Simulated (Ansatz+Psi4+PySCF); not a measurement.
```yaml
atoms:
  - { symbol: Li, position_ang: [0.0000, 0.0000, -1.1750] }
  - { symbol: F, position_ang: [0.0000, 0.0000, 0.3916] }
```

Basis set: cc-pCVTZ on Li; cc-pVTZ on F (spherical functions). Correlated methods keep 1 orbital frozen. Charge 0, multiplicity 1.

Computed with Ansatz (development build ahead of 0.2.0) and Psi4 1.11; each method stands on the lowest determinant of its kind that the runs found. Restricted open shells among the atoms or ions are ROHF, correlated in semicanonical orbitals with singles.

The vertical ionization energy (product with multiplicity 2 at the same shape, open shells in the same class of orbitals) of singlet LiF:

```json
{"method": "UHF-CCSD", "ionization energy": "11.27 eV"}
{"method": "RHF-MP2", "ionization energy": "11.66 eV"}
{"method": "UHF", "ionization energy": "9.50 eV"}
{"method": "RHF", "ionization energy": "9.62 eV"}
```

What does UHF-CCSD(T) give?

11.38 eV.
